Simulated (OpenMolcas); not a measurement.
**One shape, several levels: AlH3F− (SMILES [H][Al-]([H])([H])[F])**

Wanted: a comparison of 6 runs (HF/STO-3G, UHF/STO-3G, PBE0/STO-3G, UPBE/STO-3G, ACPF/STO-3G, CISD/STO-3G) of AlH3F−. 

The results are computed with OpenMolcas 26.06.

1 further run of the same task is left out (for a known fault of the program).

## (1) The structure to begin with

AlH3F− has 5 atoms, charge -1, and is taken as a singlet. As SMILES, `[H][Al-]([H])([H])[F]`. The Al1–H5 distance was set to 2.421 Å, away from the relaxed value. At this shape a bond of the SMILES string is far longer than usual.

Bond lengths: Al1–F2 1.696 Å, Al1–H3 1.614 Å, Al1–H4 1.615 Å. Angles: F2–Al1–H3 108.1°, F2–Al1–H4 108.2°, H3–Al1–H4 110.7°.

## (2) The energy at HF/STO-3G (run 1)

Contents of calc.inp:

```
>>> EXPORT MOLCAS_PRINT=2
&GATEWAY
BasLib=$CurrDir
Coord
5
angstrom
Al       0.382256       0.662828       0.218821
F        0.394266       0.643268       1.914301
H        1.912706       0.674108      -0.293959
H       -0.391734       1.995238      -0.263469
H       -0.766190      -1.324970      -0.550240
Basis=STO-3G
Group=NoSym
&SEWARD
&SCF
Charge=-1
Thresholds=1e-10 1e-07 1e-07 1e-05
PrOrbitals=1 1
```

The basis set STO-3G is read from a file made from the Basis Set Exchange's data (not shown).

On the command line:

```sh
$ export MOLCAS_MEM=1860
$ pymolcas calc.inp > calc.log
```

Standard output:

```text
--- Start Module: gateway ---
[...]
--- Stop Module: gateway /rc=_RC_ALL_IS_WELL_ ---
--- Start Module: seward ---
[...]
      Basis functions           17
--- Stop Module: seward /rc=_RC_ALL_IS_WELL_ ---
--- Start Module: scf ---
[...]
       Convergence after  13 Iterations
[...]
::    Total SCF energy                               -338.5302654520
[...]
      Total spin, S                                     0.0000000000
[...]
      Total electronic charge=   26.000000
      Total            charge=   -1.000000
[...]
      Dipole Moment (debye):
      Origin of the operator (angstrom)=    0.3789    0.6420    0.8399
                   X=  1.5836E+00               Y=  2.6927E+00               Z=  3.2355E+00           Total=  4.4974E+00
      Center of Charge (angstrom)
[...]
--- Stop Module: scf /rc=_RC_ALL_IS_WELL_ ---
[...]
```

Run time: 1.7 s. Hardware: 1 thread of Arm Neoverse V1, shared host; peak memory 0.37 GiB.

## (3) A single-point energy at UHF/STO-3G (run 2)

Contents of calc.inp:

```
&gateway
  baslib=$CurrDir
  coord
  5
  angstrom
  Al       0.382256       0.662828       0.218821
  F        0.394266       0.643268       1.914301
  H        1.912706       0.674108      -0.293959
  H       -0.391734       1.995238      -0.263469
  H       -0.766190      -1.324970      -0.550240
  basis=STO-3G
  group=NoSym

&seward

&scf
  uhf
  charge=-1
  thresholds=1e-10 1e-07 1e-07 1e-05
  scramble=0.25
  prorbitals=1 1
```

The basis set STO-3G is read from a file made from the Basis Set Exchange's data (not shown).

On the command line:

```sh
$ export MOLCAS_MEM=1860
$ pymolcas calc.inp > calc.log
```

Standard output:

```text
--- Start Module: gateway ---
[...]
--- Stop Module: gateway /rc=_RC_ALL_IS_WELL_ ---
--- Start Module: seward ---
[...]
      Basis functions           17
--- Stop Module: seward /rc=_RC_ALL_IS_WELL_ ---
--- Start Module: scf ---
[...]
       Convergence after  51 Iterations
[...]
::    Total SCF energy                               -338.5305024768
[...]
      Total spin, S                                     0.0723496750
[...]
      Total electronic charge=   26.000000
      Total            charge=   -1.000000
[...]
      Dipole Moment (debye):
      Origin of the operator (angstrom)=    0.3789    0.6420    0.8399
                   X=  1.4206E+00               Y=  2.4103E+00               Z=  3.1326E+00           Total=  4.2001E+00
      Center of Charge (angstrom)
[...]
--- Stop Module: scf /rc=_RC_ALL_IS_WELL_ ---
[...]
```

Run time: 2.6 s. Hardware: 1 thread of Arm Neoverse V1, shared host; peak memory 0.37 GiB.

Runs 3 to 5 aren't shown in full; the table further down has their settings and results.

## (4) A single-point energy at CISD/STO-3G (run 6)

Contents of calc.inp:

```
>>> EXPORT MOLCAS_PRINT=2
&GATEWAY
BASLIB
$CurrDir
COORD
5
angstrom
Al       0.382256       0.662828       0.218821
F        0.394266       0.643268       1.914301
H        1.912706       0.674108      -0.293959
H       -0.391734       1.995238      -0.263469
H       -0.766190      -1.324970      -0.550240
BASIS
STO-3G
GROUP
NoSym
&SEWARD
&SCF
CHARGE
-1
THRESHOLDS
1e-10 1e-07 1e-07 1e-05
PRORBITALS
1 1
&MOTRA
FROZEN
6
&GUGA
ELECTRONS
14
SPIN
1
INACTIVE
7
ACTIVE
0
CIALL
1
&CPF
SDCI
```

The basis set STO-3G is read from a file made from the Basis Set Exchange's data (not shown).

On the command line:

```sh
$ export MOLCAS_MEM=1860
$ pymolcas calc.inp > calc.log
```

Standard output:

```text
--- Start Module: gateway ---
[...]
--- Stop Module: gateway /rc=_RC_ALL_IS_WELL_ ---
[...]
      Basis functions           17
[...]
       Convergence after  13 Iterations
[...]
::    Total SCF energy                               -338.5302654520
[...]
      Total spin, S                                     0.0000000000
[...]
      *** WARNING: Default frozen orbitals is overwritten by user input.
      *** Default values:   3
[...]
--- Start Module: guga ---
[...]
--- Stop Module: guga /rc=_RC_ALL_IS_WELL_ ---
--- Start Module: cpf ---
[...]
      Active orbitals                            0       0
[...]
      Spin quantum number                      0.0
[...]
     FINAL CI ENERGY          -338.60785243
     FINAL CORRELATION ENERGY   -0.07758698  REFERENCE ENERGY    -338.53026545
[...]
     REL. CI ENERGY           -338.60785243
[...]
      Total electronic charge=   26.000000
      Total            charge=   -1.000000
[...]
      Dipole Moment (debye):
      Origin of the operator (angstrom)=    0.3789    0.6420    0.8399
                   X=  1.1121E+00               Y=  1.8704E+00               Z=  3.1567E+00           Total=  3.8341E+00
      Quadrupole Moment (debye*angstrom):
[...]
--- Stop Module: cpf /rc=_RC_ALL_IS_WELL_ ---
[...]
```

It took 1.9 s on 1 thread of Arm Neoverse V1, shared host; peak memory 0.37 GiB.

## (5) All runs side by side

| run | level | scramble | integration grid | energy (Eh) | HOMO energy (eV) | LUMO energy (eV) | HOMO–LUMO gap (eV) | wall time |
| --- | --- | --- | --- | --- | --- | --- | --- | --- |
| 1 | HF/STO-3G | – | – | -338.530265 | 1.65 | 15.29 | 13.64 | 1.7 s |
| 2 | UHF/STO-3G | 0.25 | – | -338.530502 | 2.51 | 15.29 | 12.78 | 2.6 s |
| 3 | PBE0/STO-3G | – | UltraFine | -339.279370 | 4.61 | 11.73 | 7.12 | 5.1 s |
| 4 | UPBE/STO-3G | 0.25 | UltraFine | -339.230872 | 5.95 | 10.92 | 4.97 | 7.5 s |
| 5 | ACPF/STO-3G | – | – | -338.613802 | 1.65 | 15.29 | 13.64 | 1.9 s |
| 6 | CISD/STO-3G | – | – | -338.607852 | 1.65 | 15.29 | 13.64 | 1.9 s |

## (6) What came out

| quantity | value |
| --- | --- |
| run 6: total energy | -338.60785 Eh |
| run 6: HOMO energy (Hartree–Fock orbitals) | 1.65 eV |
| run 6: LUMO energy (Hartree–Fock orbitals) | 15.29 eV |
| run 6: HOMO–LUMO gap (to an unbound level, set by the basis) | 13.64 eV |
| run 6: correlation energy (6 core orbitals frozen) | -77.6 mEh |

Below the UHF energy at the same shape and in the same basis (STO-3G): ACPF -83.3 mEh; CISD -77.3 mEh. Some of these start from another determinant than that one, so these aren't their correlation energies. Over runs 1, 2, 3, 4 the HOMO–LUMO gap runs from 4.97 eV (UPBE/STO-3G) to 13.64 eV (HF/STO-3G). The empty levels of an anion lie above zero and hang on the basis. Totals of different functionals can't be ranked against each other. In runs 1, 2, 3, 4, 5, 6 the HOMO lies above zero, so the outermost electron may be held by the basis alone. In runs 1, 2, 3, 4, 5, 6 the basis is minimal, so the values are rough. All runs together took 21 s, the longest 7.5 s.
